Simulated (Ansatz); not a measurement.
Ansatz (a first-principles code) input (B2GP-PLYP/def2-TZVPD):

Ansatz 0.2 input:
```yaml
crystal:
  periodic: [false, false, false]
  atoms:
    - {symbol: O, position_ang: [0.05868076, 0.71529811, -0.05163121]}
    - {symbol: O, position_ang: [0.04226471, -0.60960507, -0.00105923]}
    - {symbol: H, position_ang: [-0.80756382, -0.84554439, 0.42152350]}
basis:
  gaussian:
    orbitals: def2-TZVPD
hamiltonian:
  xc: {name: B2GP-PLYP}
magnetization: {spin_polarized: true, initial_magnetization: 1}
correlation: {electrons: outside_noble_gas}
```

End of the output:

```
integrals: 0.04 GiB planned
580 factors; integrals over basis functions are off by at most 9.8e-4 eV
mean field: 0.25 GiB planned
mean field evaluation 1: about -4098.6365 eV, gradient 1.5e1 eV
mean field evaluation 2: about -4098.7143 eV, gradient 1.5e1 eV
mean field evaluation 4: about -4099.6482 eV, gradient 3.5e0 eV
mean field evaluation 8: about -4099.7357 eV, gradient 8.0e-1 eV
mean field evaluation 16: about -4099.7572 eV, gradient 2.0e-3 eV
mean field evaluation 32: about -4099.7409 eV, gradient 2.2e0 eV
mean field -4099.75716484 eV, -150.6632968927 hartree, gradient 5.2e-6 eV, S^2 0.759246; 2 other end points of the search recorded, 0 dependent functions left out
2 core orbitals not correlated
reference -4099.75725918 eV, -150.6633003597 hartree; 7, 6 occupied and 80, 81 virtual orbitals, 580 factors
second order -14.01861710 eV of doubles, -0.00000000 eV of singles
Total energy: -4104.80396134 eV, -150.8487632431 hartree
```

It need not be the lowest isomer of its formula.
